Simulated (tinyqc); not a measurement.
Hueckel theory of the pi electrons, for the molecule C=C1C=CC=C1 (SMILES; centres numbered as the heavy atoms are written), step by step. Computed by tinyqc, a small Python program that keeps every step. Settings: charge = 0. Command: `OMP_NUM_THREADS=1 python tinyqc.py 22069 22070 out.jsonl` (the two numbers bound the seeds that draw the settings). One thread of a shared host (Intel(R) Xeon(R) Processor @ 2.60GHz), about 0.01 s of CPU time with the checks.

## The Hueckel matrix

Centres:
```
centre  z_r, pi electrons of the neutral centre         h
1C                                            1  0.000000
2C                                            1  0.000000
3C                                            1  0.000000
4C                                            1  0.000000
5C                                            1  0.000000
6C                                            1  0.000000
```

Bonds:
```
i  j  k
1  2  1
2  3  1
3  4  1
4  5  1
5  6  1
6  2  1
```

H_rr = alpha + h_r beta, H_rs = k_rs beta for bonded centres.

Hueckel matrix in units of beta (H = alpha + beta A), order 1C, 2C, 3C, 4C, 5C, 6C:
```
[[0.000000, 1.000000, 0.000000, 0.000000, 0.000000, 0.000000],
 [1.000000, 0.000000, 1.000000, 0.000000, 0.000000, 1.000000],
 [0.000000, 1.000000, 0.000000, 1.000000, 0.000000, 0.000000],
 [0.000000, 0.000000, 1.000000, 0.000000, 1.000000, 0.000000],
 [0.000000, 0.000000, 0.000000, 1.000000, 0.000000, 1.000000],
 [0.000000, 1.000000, 0.000000, 0.000000, 1.000000, 0.000000]]
```

## Orbitals

pi electrons, sum of z_r less the charge = 6

Diagonalise; E = alpha + x beta with beta < 0, so the largest x are filled first; degenerate levels share their electrons. P = sum n_i c_ri c_si; each orbital has its largest coefficient positive (the first on a tie).

x values: [2.114908, 1.000000, 0.618034, -0.254102, -1.618034, -1.860806]

occupations: [2.000000, 2.000000, 2.000000, 0.000000, 0.000000, 0.000000]

coefficients, order 1C, 2C, 3C, 4C, 5C, 6C:
```
[[0.247276, 0.500000, 0.000000, 0.749476, 0.000000, -0.356568],
 [0.522966, 0.500000, 0.000000, -0.190443, 0.000000, 0.663504],
 [0.429374, 0.000000, 0.601501, -0.350542, -0.371748, -0.439042],
 [0.385121, -0.500000, 0.371748, 0.279516, 0.601501, 0.153468],
 [0.385121, -0.500000, -0.371748, 0.279516, -0.601501, 0.153468],
 [0.429374, 0.000000, -0.601501, -0.350542, 0.371748, -0.439042]]
```

charge and bond-order matrix P, order 1C, 2C, 3C, 4C, 5C, 6C:
```
[[0.622291, 0.758634, 0.212348, -0.309538, -0.309538, 0.212348],
 [0.758634, 1.046987, 0.449096, -0.097190, -0.097190, 0.449096],
 [0.212348, 0.449096, 1.092331, 0.777936, -0.116491, -0.354882],
 [-0.309538, -0.097190, 0.777936, 1.073030, 0.520243, -0.116491],
 [-0.309538, -0.097190, -0.116491, 0.520243, 1.073030, 0.777936],
 [0.212348, 0.449096, -0.354882, -0.116491, 0.777936, 1.092331]]
```

## Energy, charges, bond orders

E = sum n x; q_r = z_r - P_rr; bond order p = P_rs; free valence = sqrt(3) - sum of p over the bonds of the atom.

pi energy = 6 alpha + this times beta = 7.465883

pi charges: [0.377709, -0.046987, -0.092331, -0.073030, -0.073030, -0.092331]

Bond orders and lengths from R = 1.517 - 0.180 p (angstrom, C-C alone):
```
bond         p         R
1-2   0.758634  1.380446
2-3   0.449096  1.436163
3-4   0.777936  1.376972
4-5   0.520243  1.423356
5-6   0.777936  1.376972
6-2   0.449096  1.436163
```

free valence of the carbons: [0.973417, 0.075224, 0.505019, 0.433872, 0.433872, 0.505019]

gap between the highest filled and the next level = 0.872136 |beta|
